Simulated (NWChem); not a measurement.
# Basis-set convergence for F₄Si

```xyz
5

F      0.0000    -1.3087    -0.9254
Si     0.0000     0.0000     0.0000
F      0.0000     1.3087    -0.9254
F      1.3087     0.0000     0.9254
F     -1.3087     0.0000     0.9254
```
Charge 0, spin multiplicity 1.

Everything below was run with NWChem. All single points use one geometry, from PBE/def2-SVP, a minimum by its harmonic frequencies.

Quantity: LUMO energy at the level B3LYP.

B3LYP has NWChem's definition, with VWN1-RPA local correlation. The Pople sets run with spherical d functions. The structure started from a generated list of species.

| basis | functions | LUMO energy (eV) |
|---|---|---|
| STO-3G | 29 | [?] |
| 3-21G | 49 | -0.23 |
| 6-31G* | 74 | [?] |
| cc-pVDZ | 74 | [?] |
| def2-SVP | 74 | -0.13 |
| 6-31+G* | 94 | -1.16 |
| aug-pcseg-1 | 119 | -1.18 |
| cc-pVTZ | 154 | -0.33 |
| def2-TZVP | 161 | -0.42 |
| def2-TZVPP | 166 | -0.41 |

Problem. Complete the blanks.

Solution. 
- STO-3G, LUMO energy (eV): 5.69
- 6-31G*, LUMO energy (eV): -0.08
- cc-pVDZ, LUMO energy (eV): -0.19
